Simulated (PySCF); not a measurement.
# A diatomic session: BCl−

The task here is to estimate one member of a computed series from the others.

Method: B aug-cc-pVDZ, Cl aug-cc-pV(D+d)Z, no relativity; program: PySCF 2.14.0.

1 further run of the same task is left out (set aside as unsound or not needed).

The first run:

A driver script around PySCF takes these settings:

- atoms: B, Cl
- charge: -1
- basis: B aug-cc-pVDZ, Cl aug-cc-pV(D+d)Z
- Hamiltonian: no relativity
- basis functions: 55
- electrons treated: 23
- masses in u: 11.0093, 34.9689
- levels: PBE0, PBE, r²SCAN, TPSS, LDA, TPSSh, HSE06, HF, MP2, SCS-MP2, CCSD, CCSD(T)
- grid: 80 radial by 434 angular points
- occupations: held fixed by the projection of orbital angular momentum
- dissociation limit: B + Cl−, each in its ground configuration
- starting distance in angstrom: 1.885
- values of 2S to try: 1, 3

Started as:

```console
$ OMP_NUM_THREADS=1 python dia.py task.json out
```

Among the steps run: The job; PBE0 along the bond; Excited determinants; PBE; r²SCAN (meta-GGA); TPSS (meta-GGA); LDA (local density); TPSSh (hybrid meta-GGA); HSE06; UHF; Adding correlation.

One of the session's tables, all rows but one given; the rest of the session is left out.

It belongs to the step «The curves together». Energy (eV) from each level's lowest point:

| R (Å) | UHF | UHF-MP2 | UHF-SCS-MP2 | UHF-CCSD | UHF-CCSD(T) |
| --- | --- | --- | --- | --- | --- |
| 1.634 | 0.661 | 0.528 | 0.557 | n/a | n/a |
| 1.710 | 0.331 | 0.235 | 0.255 | 0.283 | 0.277 |
| 1.786 | 0.140 | 0.077 | 0.089 | 0.106 | 0.102 |
| 1.843 | 0.060 | 0.020 | 0.026 | 0.036 | 0.033 |
| 1.900 | ? | ? | ? | ? | ? |
| 1.957 | 0.000 | 0.006 | 0.000 | 0.000 | 0.000 |
| 2.033 | 0.005 | 0.041 | 0.028 | 0.023 | 0.025 |
| 2.128 | 0.037 | 0.113 | 0.091 | 0.080 | 0.085 |
| 2.242 | 0.094 | 0.218 | 0.185 | 0.168 | 0.178 |
| 2.394 | 0.179 | 0.368 | 0.321 | n/a | n/a |

Q: Estimate the row for R (Å) = 1.900 from the others.

Worked estimate for «UHF». A straight line through the neighbours (1.843, 0.060) and (1.957, 0.000) gives 0.060 + (0.000 − 0.060) × (1.900 − 1.843) / (1.957 − 1.843) = 0.030; a parabola fitted to 4 rows on both sides gives 0.018.

As computed: UHF: 0.017; UHF-MP2: 0.000; UHF-SCS-MP2: 0.000; UHF-CCSD: 0.004; UHF-CCSD(T): 0.003. In «UHF» the line misses by +0.013 and the parabola by +0.001.
